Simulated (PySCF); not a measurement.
C₃H₉N₂ (charge +1).
SMILES: `C/N=C\C[NH3+]`

The closed-shell SCF was solved with PySCF and density fitting under several settings on one GFN2-xTB geometry (grid level 2 and gas phase unless stated).

| settings | basis functions | SCF cycles | E (Eh) | HOMO (eV) | LUMO (eV) |
| --- | --- | --- | --- | --- | --- |
| PBE0/pcSseg-1 | 130 | 13 | -228.6480 | -11.22 | -5.01 |
| PBE0/def2-SVPD | 172 | 12 | -228.5287 | -11.23 | -5.10 |
| KT3/pcSseg-0, start guess sap | 63 | 13 | -231.9277 | -9.74 | -6.06 |

Q: Estimate the rows for these settings: (1) LC-wPBE/MINI, damping 0.1 at the start, DIIS from the seventh cycle, fitting basis def2-universal-jkfit; (2) PBE0/pcSseg-1, start guess huckel, energy threshold 1e-11 Eh.

A: 
```tsv
settings	basis functions	SCF cycles	E (Eh)	HOMO (eV)	LUMO (eV)
LC-wPBE/MINI, damping 0.1 at the start, DIIS from the seventh cycle, fitting basis def2-universal-jkfit	34	12	-226.8976	-15.28	-3.44
PBE0/pcSseg-1, start guess huckel, energy threshold 1e-11 Eh	130	16	-228.6480	-11.22	-5.01
```

Q: Over all rows, what range does the HOMO–LUMO gap span?

A: From 3.68 eV (KT3/pcSseg-0, start guess sap) to 11.84 eV (LC-wPBE/MINI, damping 0.1 at the start, DIIS from the seventh cycle, fitting basis def2-universal-jkfit). The functional of the narrowest has no exact exchange, that of the widest range-separated exact exchange.

Q: Compare two rows with the functional PBE0: PBE0/pcSseg-1, start guess huckel, energy threshold 1e-11 Eh and PBE0/def2-SVPD. Which energy is lower, and by how much?

A: PBE0/pcSseg-1, start guess huckel, energy threshold 1e-11 Eh (130 functions) lies 0.1193 Eh or 75 kcal/mol below PBE0/def2-SVPD (172 functions). The smaller set gives the lower energy; the two sets aren't nested, so the variational bound doesn't order them by size.

Whole jobs, the steps after the SCF included, on Arm Neoverse V1, one thread (shared host):

| settings | work after the SCF | wall time | peak memory |
| --- | --- | --- | --- |
| PBE0/pcSseg-1 | shieldings, charges and field gradients | 11 s | 0.63 GiB |
| PBE0/def2-SVPD | 6 singlets by full TDDFT, 2 Tamm–Dancoff triplets, polarisability | 15 s | 0.73 GiB |
| KT3/pcSseg-0, start guess sap | shieldings | 6.0 s | 0.45 GiB |
| LC-wPBE/MINI, damping 0.1 at the start, DIIS from the seventh cycle, fitting basis def2-universal-jkfit | shieldings, charges and field gradients | 5.5 s | 0.45 GiB |
| PBE0/pcSseg-1, start guess huckel, energy threshold 1e-11 Eh | shieldings, charges and field gradients | 13 s | 0.65 GiB |

Cycle counts include a coarse-grid stage where the run had one. KT3 was designed for NMR shieldings or shifts; total energies of different functionals aren't comparable.

Shape of the structure used: `[CH3:1]/[N:2]=[CH:3]\[CH2:4][NH3+:5]`: N2–C3–C4–N5 180°.

One conformer stands for the species.
